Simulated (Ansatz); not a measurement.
**Setting up doublet H2PO2 in Ansatz**

H2PO2: 5 atoms, total charge 0, spin state doublet. As SMILES of the parent species, `O=[PH2][O-]`. The shape is that of a GFN2-xTB optimisation. That shape belongs to the parent species and isn't relaxed for this state.

```xyz
5

O    -0.5697    0.4181    1.3449
P     0.0240   -0.0294    0.0671
O     1.0871   -1.0561    0.1054
H    -0.9935   -0.4178   -0.8312
H     0.4521    1.0853   -0.6862
```

Settings wanted:

| Setting | Value |
| --- | --- |
| basis set | STO-3G |
| core potential | none |
| task | energy |
| method | DFT |
| functional | r2SCAN |
| reference | UKS |
| relativity | none |
| accuracy | high |

Problem. Give an Ansatz 0.2.0 job that does this.

Solution. One that was run (others would do as well):

molecule.yaml:
```yaml
crystal:
  periodic: [false, false, false]
  atoms:
    - symbol: O
      position_ang: [-0.569750, 0.418060, 1.344900]
    - symbol: P
      position_ang: [0.023990, -0.029410, 0.067110]
    - symbol: O
      position_ang: [1.087130, -1.056140, 0.105400]
    - symbol: H
      position_ang: [-0.993470, -0.417790, -0.831230]
    - symbol: H
      position_ang: [0.452100, 1.085290, -0.686190]
basis:
  gaussian:
    orbitals: STO-3G
magnetization:
  spin_polarized: true
  initial_magnetization: 1
hamiltonian:
  xc: r2scan
accuracy: high
```

```bash
$ ansatz run molecule.yaml --threads 1 --pin off --max-ram 2610MiB --events-out events.jsonl --progress --plain --runs-dir runs
```

Calculated total energy: -486.75510 Eh.
